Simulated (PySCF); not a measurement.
# C2H3F2O: the cost of one run

Program: PySCF 2.14.0. Level of theory: levels as typed in each script, gas phase, geometry from GFN2-xTB. These are calculated values, not measurements.

### Step 1. Starting geometry

SMILES `[CH2]OC(F)F`, 8 atoms, charge 0, spin multiplicity 2.

Bond lengths: C1–O2 1.372 Å, C1–H6 1.069 Å, C1–H7 1.073 Å, O2–C3 1.352 Å, C3–F4 1.336 Å, C3–F5 1.360 Å, C3–H8 1.108 Å. Angles: O2–C1–H6 113.1°, O2–C1–H7 119.5°, H6–C1–H7 123.0°, C1–O2–C3 116.3°, O2–C3–F4 108.5°, O2–C3–F5 111.3°, O2–C3–H8 114.4°, F4–C3–F5 106.4°, F4–C3–H8 109.0°, F5–C3–H8 106.9°.

As a file:

```
C     1.9094    0.0345    0.1221
O     0.7017    0.5463   -0.2807
C    -0.3978    0.0131    0.2969
F    -1.4515    0.7741   -0.0125
F    -0.6615   -1.2266   -0.1952
H     2.7321    0.3957   -0.4576
H     1.9364   -0.8936    0.6606
H    -0.3350   -0.0847    1.3991
```

### Step 2. Density, bond paths and surface potential (B3LYP/def2-svp)

Input file input.py:

```python
import numpy as np
from pyscf import gto, scf, dft
from pyscf.scf import atom_ks, atom_hf
from scipy.linalg import block_diag

def solve(mol, dm0=None, hcore=None):
    mf = (dft.UKS if mol.spin else dft.RKS)(mol, xc='b3lyp')
    mf.grids.level = 3
    mf = mf.density_fit(auxbasis='def2-universal-jkfit')
    mf.conv_tol, mf.max_cycle = 1e-8, 80
    if hcore is not None:
        mf.get_hcore = lambda *args: hcore
    mf.kernel(dm0)
    if not mf.converged:
        mf = mf.newton().run(mf.mo_coeff, mf.mo_occ, max_cycle=30)
    assert mf.converged, 'SCF not converged'
    return mf

mol = gto.M(atom='''
C      1.90939     0.03445     0.12207
O      0.70172     0.54629    -0.28074
C     -0.39782     0.01307     0.29688
F     -1.45147     0.77409    -0.01252
F     -0.66150    -1.22664    -0.19524
H      2.73211     0.39573    -0.45763
H      1.93643    -0.89360     0.66059
H     -0.33495    -0.08466     1.39909
''', basis='def2-svp', charge=0, spin=1, verbose=4)
mf = solve(mol)
mf.analyze()
# spherically averaged free atoms, for the promolecule
atm = atom_ks.get_atm_nrks(mol, xc='b3lyp')
pro = block_diag(*[(atm[a[0]][2] * atm[a[0]][3]) @ atm[a[0]][2].T for a in mol._atom])
np.savez('result.npz', e=mf.e_tot, c=mf.mo_coeff, occ=mf.mo_occ, eps=mf.mo_energy, pro=pro, dip=mf.dip_moment(verbose=0), s2=mf.spin_square()[0])
```

Run with:

```sh
> OMP_NUM_THREADS=1 python input.py
```

**Question.** How long does this run take on 1 thread of Intel Xeon 6975P-C (Granite Rapids), shared host, and how much memory does it need?

About 7.5 s, with a peak of 0.38 GiB.
